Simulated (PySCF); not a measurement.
All values below come from PBE0-D3(BJ)/def2-TZVP run with PySCF. Isolated molecules, 0 K electronic values unless said otherwise. 

Reference species (SMILES): `C(C)#N` (neutral, multiplicity 1).

The dipole moment is 4.02 D and the HOMO–LUMO gap is 10.33 eV.

Changed species: `C=C=N`.

**Question.** What does the change do to the dipole moment and HOMO–LUMO gap?

**Answer.** the dipole moment falls by 2.52 D, to 1.50 D; the HOMO–LUMO gap drops by 3.47 eV, to 6.86 eV.
